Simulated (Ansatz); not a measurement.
fcc Ca was calculated with r²SCAN in Ansatz (plane waves, PAW).

Settings: plane-wave cutoff 560 eV, 18×18×18 k mesh, Fermi–Dirac smearing 0.05 eV, scalar-relativistic PAW data made under PBE.

Equation-of-state points:

| V (Å³/atom) | E − E_lowest (meV/atom) | P (GPa) |
|---|---|---|
| 40.555 | 9.54 | 1.230 |
| 41.418 | 4.13 | 0.786 |
| 42.281 | 1.01 | 0.378 |
| 43.144 | 0.00 | 0.003 |
| 44.006 | 0.93 | -0.342 |
| 44.869 | 3.63 | -0.657 |
| 45.732 | 7.96 | -0.947 |

What bulk modulus B0 and pressure derivative B′ does a third-order Birch–Murnaghan fit give?

V0 = 43.150 Å³/atom, B0 = 17.9 GPa, B′ = 3.3 (fit to the energies at full precision).

Measured, for comparison: bulk modulus 18.6 GPa (corrected for temperature and zero-point phonon effects, our sources range from 15.9 to 18.7; as tabulated in Levämäki et al. (2014), arXiv:1402.3671); equilibrium volume per atom 42.81 Å³/atom (low-temperature or extrapolated to 0 K; zero-point anharmonic expansion removed; as tabulated in Csonka et al. (2009), arXiv:0903.4037). Computed (rounded) less measured: bulk modulus not scored (sources differ), equilibrium volume per atom +0.8 %.

Ansatz is a program for electronic structure.
